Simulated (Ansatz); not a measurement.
Input file:

```yaml
crystal:
  periodic: [false, false, false]
  atoms:
    - {symbol: Al, position_ang: [0.000000, 0.000000, 0.253900]}
    - {symbol: Ga, position_ang: [0.000000, 0.000000, -2.089700]}
    - {symbol: H, position_ang: [0.000000, 0.000000, 1.835800]}
basis:
  gaussian: {orbitals: 6-31G}
total_charge: 1
magnetization: {spin_polarized: false, initial_magnetization: 4}
correlation: {method: fci, electrons: outside_noble_gas}
```

```sh
$ ansatz run in.yaml --threads 1 --pin off --events-out ev --progress --plain --max-ram 2393MiB
```

Output:

```
721 factors; integrals over basis functions are off by at most 9.8e-8 eV
mean field evaluation 1: about -58909.8633 eV, gradient 6.5e0 eV
mean field evaluation 2: about -58909.9369 eV, gradient 6.6e0 eV
mean field evaluation 4: about -58910.5922 eV, gradient 1.9e0 eV
mean field evaluation 8: about -58910.6251 eV, gradient 1.4e-1 eV
mean field evaluation 16: about -58910.6248 eV, gradient 5.2e-2 eV
mean field evaluation 32: about -58910.1490 eV, gradient 5.0e0 eV
mean field evaluation 64: about -58910.7194 eV, gradient 1.4e0 eV
mean field -58910.90324105 eV, -2164.9357628643 hartree, gradient 1.7e-6 eV, S^2 6.000000; 4 other end points of the search recorded, 0 dependent functions left out
mean field evaluation 96: about -58910.9691 eV, gradient 2.9e-4 eV
determinant -58910.90324105 eV, -2164.9357628643 hartree, with singles and doubles -58912.40685826 eV, -2164.9910197774 hartree
determinant -58910.64607801 eV, -2164.9263122969 hartree, with singles and doubles -58912.43093928 eV, -2164.9919047386 hartree
determinant -58910.90324105 eV, -2164.9357628643 hartree, with singles and doubles -58912.45194087 eV, -2164.9926765326 hartree
determinant -58910.64607801 eV, -2164.9263122969 hartree, with singles and doubles -58912.46335217 eV, -2164.9930958905 hartree
19 core orbitals not correlated: weight in the atoms' cores, before any rotation towards them, 0.998 or more for the frozen orbitals, at most 0.001 for the correlated occupied ones
reference -58910.90324105 eV, -2164.9357628643 hartree; 5, 1 occupied and 20, 24 virtual orbitals, 721 factors
state -58912.60452318 eV, -2164.9982838293 hartree
19 core orbitals not correlated: weight in the atoms' cores, before any rotation towards them, 0.998 or more for the frozen orbitals, at most 0.001 for the correlated occupied ones
state -58912.60342215 eV, -2164.9982433670 hartree
Total energy: -58912.60452318 eV, -2164.9982838293 hartree
```

Ran on 1 thread of Arm Neoverse V2, shared host: 35 s wall, 0.15 GiB peak host memory.
